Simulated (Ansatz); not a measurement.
For zinc-blende GaP, B3LYP (VWN-RPA form) (Ansatz, a program for electronic structure, plane waves, PAW) gives:

- lattice constant a: 5.531 Å
- bulk modulus: 77.6 GPa
- band gap at the measured cell: 2.80 eV
- zone-centre TO phonon frequency: 349 cm⁻¹
- elastic constant C11: 132 GPa
- elastic constant C44: 69.7 GPa
- polycrystal shear modulus: 56.3 GPa

Q: What does Hartree–Fock (plane waves, PAW; Ansatz) give for the same quantities?

A: 
- lattice constant a: 5.548 Å (rises by 0.3 %)
- bulk modulus: 93.5 GPa (goes up by 20 %)
- band gap at the measured cell: 7.58 eV (goes up by 4.78 eV)
- zone-centre TO phonon frequency: 372 cm⁻¹ (rises by 6.6 %)
- elastic constant C11: 159 GPa (increases by 20 %)
- elastic constant C44: 82.9 GPa (goes up by 19 %)
- Voigt–Reuss–Hill shear modulus: 67.1 GPa (increases by 19 %)

For comparison: lattice constant a 5.439 Å (measured, static lattice: zero-point anharmonic expansion removed; as tabulated in Mejia-Rodriguez and Trickey (2018), arXiv:1807.09216); bulk modulus 89.6 GPa (measured, 0 K value with the zero-point phonon effect removed; as tabulated in Mejia-Rodriguez and Trickey (2018), arXiv:1807.09216); band gap 2.43 eV (measured, zero-point renormalisation of 0.08 eV added back here (the table's ZPR column); inputs from Chen et al. (2018), doi:10.1103/physrevmaterials.2.073803); zone-centre TO phonon frequency 366 cm⁻¹ (measured, temperature not stated, not corrected to a static lattice; as tabulated in Han and Bester (2011), arXiv:1107.0196); elastic constant C11 140 GPa (measured, temperature not stated, not corrected to a static lattice; as tabulated in Råsander and Moram (2015), arXiv:1505.02379); elastic constant C44 70 GPa (measured, temperature not stated, no zero-point or thermal correction; as tabulated in Råsander and Moram (2015), arXiv:1505.02379).

Changes are worked out from the printed values.

Unless a cell is named, each level is at its own relaxed cell (B3LYP (VWN-RPA form) 21.16, Hartree–Fock 21.35 Å³/atom).

Levels without +SOC have no spin–orbit coupling; where heavier elements are present it shifts gaps, mostly down, and can invert bands. Density-functional gaps are differences of (generalised) Kohn–Sham levels.

Ansatz's density-functional and Hartree–Fock values are scalar-relativistic unless marked +SOC, with PAW data made under PBE.
